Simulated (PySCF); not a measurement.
Molecule (SMILES): P (PH3).
Geometry (B3LYP-D3(BJ)/def2-TZVP, fixed):
```
P
H 1 1.4188
H 1 1.4188 2 93.38
H 1 1.4188 2 93.38 3 93.59
```

Basis-set convergence of the mean static polarisability at PBE0 with PySCF. All functions are spherical. Density fitting with generated auxiliary sets. No added dispersion term, no relativity. Reference: the value in aug-pcseg-3, 30.89 bohr³, itself unsure by roughly 0.3 % (its mean distance from aug-cc-pV(Q+d)Z, aug-pcseg-2, aug-cc-pV(T+d)Z). Deviations are taken from unrounded values.

```json
[
 {"basis": "def2-SVP", "functions": "33", "mean static polarisability (bohr³)": "22.01"},
 {"basis": "def2-SVPD", "functions": "48", "mean static polarisability (bohr³)": "29.45"},
 {"basis": "pcseg-1", "functions": "33", "mean static polarisability (bohr³)": "23.35"},
 {"basis": "aug-pcseg-1", "functions": "54", "mean static polarisability (bohr³)": "30.33"},
 {"basis": "cc-pV(D+d)Z", "functions": "38", "mean static polarisability (bohr³)": "23.07"},
 {"basis": "aug-cc-pV(D+d)Z", "functions": "59", "mean static polarisability (bohr³)": "30.21"},
 {"basis": "6-311G**", "functions": "44", "mean static polarisability (bohr³)": "23.74"},
 {"basis": "6-311+G**", "functions": "48", "mean static polarisability (bohr³)": "24.28"},
 {"basis": "def2-TZVP", "functions": "55", "mean static polarisability (bohr³)": "26.23"},
 {"basis": "def2-TZVPD", "functions": "70", "mean static polarisability (bohr³)": "30.48"},
 {"basis": "pcseg-2", "functions": "76", "mean static polarisability (bohr³)": "25.41"},
 {"basis": "aug-pcseg-2", "functions": "119", "mean static polarisability (bohr³)": "30.71"},
 {"basis": "cc-pV(T+d)Z", "functions": "81", "mean static polarisability (bohr³)": "26.54"},
 {"basis": "aug-cc-pV(T+d)Z", "functions": "124", "mean static polarisability (bohr³)": "30.79"},
 {"basis": "def2-TZVPP", "functions": "84", "mean static polarisability (bohr³)": "26.60"},
 {"basis": "def2-TZVPPD", "functions": "99", "mean static polarisability (bohr³)": "30.51"},
 {"basis": "cc-pV(Q+d)Z", "functions": "154", "mean static polarisability (bohr³)": "28.78"},
 {"basis": "aug-cc-pV(Q+d)Z", "functions": "227", "mean static polarisability (bohr³)": "30.89"},
 {"basis": "def2-QZVPP", "functions": "160", "mean static polarisability (bohr³)": "28.95"},
 {"basis": "def2-QZVPPD", "functions": "175", "mean static polarisability (bohr³)": "30.78"},
 {"basis": "pcseg-3", "functions": "163", "mean static polarisability (bohr³)": "29.15"},
 {"basis": "aug-pcseg-3", "functions": "236", "mean static polarisability (bohr³)": "30.89"}
]
```

What the diffuse functions change, pair by pair:
- def2-SVP to def2-SVPD: 15 more functions, deviation -28.8 to -4.6 %
- pcseg-1 to aug-pcseg-1: 21 more functions, deviation -24.4 to -1.8 %
- cc-pV(D+d)Z to aug-cc-pV(D+d)Z: 21 more functions, deviation -25.3 to -2.2 %
- 6-311G** to 6-311+G**: 4 more functions, deviation -23.1 to -21.4 %
- def2-TZVP to def2-TZVPD: 15 more functions, deviation -15.1 to -1.3 %
- pcseg-2 to aug-pcseg-2: 43 more functions, deviation -17.7 to -0.6 %
- cc-pV(T+d)Z to aug-cc-pV(T+d)Z: 43 more functions, deviation -14.1 to -0.3 %
- def2-TZVPP to def2-TZVPPD: 15 more functions, deviation -13.9 to -1.2 %
- cc-pV(Q+d)Z to aug-cc-pV(Q+d)Z: 73 more functions, deviation -6.8 to 0.0 %
- def2-QZVPP to def2-QZVPPD: 15 more functions, deviation -6.3 to -0.3 %
- pcseg-3 to aug-pcseg-3: 73 more functions, deviation -5.6 to 0.0 %

Leaving out the reference's own pair, they bring the value nearer the reference by more than 0.3 % in 10 of 10 pairs.
